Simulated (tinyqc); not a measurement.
Geometry optimisation on the UHF/sto-3g surface (energies and gradients from PySCF), for H2O+, spin multiplicity 2, step by step. One step of it, computed by the program tinyqc.

Question. Step 1: move. Quasi-Newton step p = -H^(-1) g (first H = 0.6 times the unit matrix); steps longer than 0.5 bohr are cut back (factor 0.728 here).

positions at the start (bohr), order 1O, 2H, 3H:
$$\begin{pmatrix}
0.037795 & 0.109604 & 0.030236 \\
0.049133 & 1.320919 & 1.122497 \\
0.015118 & -1.328477 & 1.060136
\end{pmatrix}$$

gradient (hartree/bohr), order 1O, 2H, 3H:
$$\begin{pmatrix}
0.00053708 & 0.11265709 & 0.23221764 \\
-0.00232465 & -0.23346292 & -0.17533525 \\
0.00178757 & 0.12080583 & -0.05688239
\end{pmatrix}$$

Give: positions after step 1.

Answer.

positions after step 1 (bohr), order 1O, 2H, 3H:
$$\begin{pmatrix}
0.0371 & -0.0271 & -0.2516 \\
0.0520 & 1.6043 & 1.3353 \\
0.0129 & -1.4751 & 1.1292
\end{pmatrix}$$
